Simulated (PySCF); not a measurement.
Spin states of NO

Unrestricted PBE0; PySCF, no relativity, basis sets N cc-pVTZ, O cc-pVTZ. Outer shells of the fragments: N 2s2 2p3; O 2s2 2p4.

Followed along the bond (rough minima from three points):

```
2Ms+1  unpaired  ⟨S²⟩ at the start  R at minimum (Å)  Te (eV)
    2       π ↑               0.76              1.14     0.00
    4     π ↑↑↑               3.76  none in the scan   ≤ 4.55
```

Solutions found at the starting distance of 1.255 Å, counted from the lowest of them; the search is not exhaustive and high or unbound solutions are not listed, so other states can lie among these:

```csv
2Ms+1,unpaired,term,E (eV),⟨S²⟩,⟨Lz²⟩,μ (D)
2,π ↑,²Π,0.00,0.76,1.01,-0.18
4,π ↑↑↑,⁴Π,4.46,3.76,1.00,0.75
4,"σ ↑, π ↑↑",⁴Σ⁻,4.93,3.76,0.00,-0.85
```

A term symbol is given only where ⟨S²⟩ and ⟨Lz²⟩ are close to those of a pure state; real π, δ and φ orbitals otherwise mix terms. A positive dipole means N(−)O(+).

Counting both spins, an empty level lies below a filled one in some of these solutions, because spin and occupation are held.
